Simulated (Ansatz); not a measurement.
`CC(O)(F)F`. Charge 0, multiplicity 1. The structure was optimised at the PBE0-D4/def2-TZVP level. It is one conformer, not always the lowest.

```xyz
9

C     0.735    0.737    0.061
C    -0.198   -0.435    0.031
O    -1.430   -0.070   -0.395
F     0.297   -1.424   -0.770
F    -0.286   -1.011    1.267
H     0.342    1.494    0.738
H     0.823    1.154   -0.941
H     1.713    0.406    0.408
H    -1.996   -0.852   -0.399
```

(1) What is the dipole moment at ωB97M-V/def2-TZVPP? (Best estimate.)

(2) And with PBE, r2SCAN, B3LYP? (An estimate is asked.)

(3) Give the Mulliken charges with ωB97M-V, B3LYP, PBE in def2-TZVPP. (Best estimate.)

## Answers

(1) The calculation gave: 0.83 D, with components (-0.24, 0.76, -0.22) D in this frame, pointing from negative to positive charge.

(2) Ansatz gave: PBE 0.78 D, r2SCAN 0.82 D, B3LYP 0.84 D.

(3) The calculation gave: 
| atom | ωB97M-V | B3LYP | PBE |
| --- | --- | --- | --- |
| C1 | -0.29 | -0.24 | -0.26 |
| C2 | 0.42 | 0.46 | 0.34 |
| O3 | -0.27 | -0.29 | -0.25 |
| F4 | -0.20 | -0.21 | -0.17 |
| F5 | -0.20 | -0.21 | -0.17 |
| H6 | 0.12 | 0.10 | 0.10 |
| H7 | 0.12 | 0.10 | 0.10 |
| H8 | 0.11 | 0.10 | 0.10 |
| H9 | 0.19 | 0.20 | 0.20 |

B3LYP here is the variant with VWN-RPA as its local correlation; programs differ in this.
